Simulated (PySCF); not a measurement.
Molecule: Protonated Nitrous Oxide (N#[N+]O, [HN$_{2}$O]+).

Molfile (atoms numbered from 1):
```
HN2O
     RDKit          3D

  4  3  0  0  0  0  0  0  0  0999 V2000
    1.5727   -0.0947   -0.2875 N   0  0  0  0  0  0  0  0  0  0  0  0
    0.4726   -0.0791   -0.1781 N   0  0  0  0  0  0  0  0  0  0  0  0
   -0.7371   -0.1757    0.0895 O   0  0  0  0  0  0  0  0  0  0  0  0
   -1.2878    0.3590   -0.5413 H   0  0  0  0  0  0  0  0  0  0  0  0
  1  2  3  0
  2  3  1  0
  3  4  1  0
M  CHG  1   2   1
M  END
```

Spin–spin couplings on one PBE0-D3(BJ)/def2-SVP geometry, PySCF 2.14, gas phase, non-relativistic, equivalent pairs averaged; isotopes 17O, 1H, 15N; functional B3LYP.

Task: How do the couplings (Hz) change with the basis set? Times are CPU seconds on shared hosts with different chips, so compare them loosely. Far from the basis limit: 6-31G-J, pcJ-0, 6-31G*, def2-TZVP, cc-pVTZ.

Result: 
| basis set | functions | 1J(O3,H4) | 1J(N2,O3) | 1J(N1,N2) | 2J(N1,O3) | core-s |
| --- | --- | --- | --- | --- | --- | --- |
| 6-31G-J | 40 | -81.7 | -69.4 | -20.0 | -5.6 | 0.89 |
| pcJ-0 | 42 | -62.6 | -65.5 | -27.2 | 2.5 | 0.87 |
| 6-31G* | 44 | -88.7 | -28.3 | -3.4 | -2.2 | 0.86 |
| pcJ-1 | 91 | -93.0 | -50.1 | -6.6 | -4.8 | 2.4 |
| def2-TZVP | 99 | -83.7 | -55.8 | -13.7 | -5.9 | 1.9 |
| cc-pVTZ | 104 | -77.0 | -46.2 | 15.2 | -5.5 | 2 |
| aug-cc-pVTZ-J | 158 | -95.5 | -52.9 | -11.2 | -5.4 | 3.8 |
| pcJ-2 | 177 | -94.6 | -52.5 | -10.2 | -5.0 | 4.2 |

The Fermi-contact term samples the wavefunction at the nucleus, which is why sets with added tight s functions (names with J) are made for couplings.
